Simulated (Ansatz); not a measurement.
in.yaml

```yaml
crystal:
  periodic: [false, false, false]
  atoms:
    - {symbol: C, position_ang: [0.000000, 0.000000, 0.000000]}
    - {symbol: C, position_ang: [0.000000, 0.000000, 1.246204]}
basis:
  gaussian: {orbitals: cc-pVDZ}
total_charge: 1
magnetization: {spin_polarized: false, initial_magnetization: 1}
correlation: {method: fic_mrcisd_q, electrons: outside_noble_gas, active_space: {window: {electrons: 7, orbitals: 8}, shells: [{species: C, l: s, shell: 2}, {species: C, l: p, shell: 2}]}}
```

```sh
$ ansatz run in.yaml --threads 1 --pin off --events-out ev --progress --plain --max-ram 4096MiB --backend cpu
```

Log:

```
491 factors; integrals over basis functions are off by at most 2.0e-7 eV
mean field evaluation 1: about -2040.0102 eV, gradient 6.7e0 eV
mean field evaluation 2: about -2040.0169 eV, gradient 6.7e0 eV
mean field evaluation 4: about -2040.1281 eV, gradient 3.5e-1 eV
mean field evaluation 8: about -2040.1287 eV, gradient 1.2e-6 eV
mean field evaluation 16: about -2040.4793 eV, gradient 8.8e-2 eV
mean field evaluation 32: about -2040.7277 eV, gradient 5.8e-3 eV
mean field evaluation 64: about -2040.3252 eV, gradient 9.4e-7 eV
mean field evaluation 96: about -2040.1287 eV, gradient 1.2e-5 eV
mean field evaluation 128: about -2040.1446 eV, gradient 9.4e0 eV
mean field evaluation 160: about -2040.7277 eV, gradient 1.5e-6 eV
mean field evaluation 192: about -2040.1287 eV, gradient 1.6e-3 eV
mean field -2040.72767141 eV, -74.9953586694 hartree, gradient 8.8e-7 eV, S^2 0.750000; 18 other end points of the search recorded, 0 dependent functions left out
reference -2040.72767141 eV, -74.9953586694 hartree; 6, 5 occupied and 22, 23 virtual orbitals, 491 factors
state -2046.27459434 eV, -75.1992043274 hartree
contracted CI cycle   1: correlation 0.00000000 eV, 0.0000000000 hartree, residual 1.23e1 eV
contracted CI cycle   2: correlation -2.02199367 eV, -0.0743068968 hartree, residual 2.04e0 eV
contracted CI cycle   3: correlation -2.06947794 eV, -0.0760519115 hartree, residual 3.24e-1 eV
contracted CI cycle   4: correlation -2.07076996 eV, -0.0760993922 hartree, residual 6.67e-2 eV
contracted CI cycle   5: correlation -2.07082192 eV, -0.0761013017 hartree, residual 1.54e-2 eV
contracted CI cycle   6: correlation -2.07082469 eV, -0.0761014036 hartree, residual 3.06e-3 eV
contracted CI cycle   7: correlation -2.07082479 eV, -0.0761014075 hartree, residual 6.05e-4 eV
state -2046.27459434 eV, -75.1992043274 hartree; corrected -2048.41013690 eV, -75.2776840688 hartree
Total energy: -2048.41013690 eV, -75.2776840688 hartree
Checks for a lower state left out: starts, orbital_swaps
```

For the same geometry and basis full CI lies 5.1 meV lower.

Ran on 1 thread of AMD EPYC 7R13, shared host: 3.8 s wall, 0.23 GiB peak host memory.
